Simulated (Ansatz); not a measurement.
## BH5P (charge -1), SMILES [BH3-]P: an active-space calculation, step by step

Computed with the Python package of Ansatz (0.2.0).

Notebook, run cell by cell (the value of a cell's last expression is shown):

**Cell 1**
```python
import ansatz as az
```

**Cell 2**
```python
BASIS = "def2-SVP"
NET_CHARGE = -1
```

**Cell 3**
```python
geometry_ang = [
    ("B", [-0.7318, -0.1282, -0.045]),
    ("P", [1.0977, 0.0646, -0.6583]),
    ("H", [-1.4244, 0.6585, -0.6107]),
    ("H", [-1.1137, -1.232, -0.2782]),
    ("H", [-0.7844, 0.0696, 1.1287]),
    ("H", [1.3087, 1.3154, 0.0502]),
    ("H", [1.6479, -0.7479, 0.4132]),
]
bh5p = az.Crystal.molecule()
for symbol, xyz in geometry_ang:
    bh5p = bh5p.atom(symbol, xyz)
```

**Cell 4**
```python
calculation = (
    bh5p.calculation()
    .basis(gaussian=BASIS)
    .charge(NET_CHARGE)  # electrons removed from the neutral system
    .correlation(active_electrons=2, active_orbitals=2)  # correlation on top of the mean field
)
for method in [None]:
    data = (calculation if method is None else calculation.correlation(method)).run(threads=1, backend="cpu").report
    space = data["configurations"]
    state = space["states"][0]
    print(method or "casscf", f"total {data['free_energy_ev'] / 27.211386246:.6f} Ha, active-space state {state['energy']['hartree']:.6f} Ha, mean field {data['reference_energy_ev'] / 27.211386246:.6f} Ha")
    print("  determinants", state["n_determinants"], " natural occupations", [round(n, 3) for n in space["natural_occupations"]])
print("effectively unpaired electrons, sum of min(n, 2 - n):", round(sum(min(n, 2 - n) for n in space["natural_occupations"]), 3))
```
Output:
```text
casscf total -368.201159 Ha, active-space state -368.201159 Ha, mean field -368.186341 Ha
  determinants 4  natural occupations [1.977, 0.023]
effectively unpaired electrons, sum of min(n, 2 - n): 0.046
```

Total energies depend on the basis set; only differences at equal settings carry meaning. The geometry is a force-field or estimated start, not a minimum of this method, and the basis set is short of its limit. The active space starts as a window about the frontier orbitals and is then optimised, not chosen by chemistry. Anions want diffuse functions, which this basis lacks. Hardware and time: 1.8 s on 1 thread of Arm Neoverse V1, with other jobs on the host, peak memory 0.16 GiB.
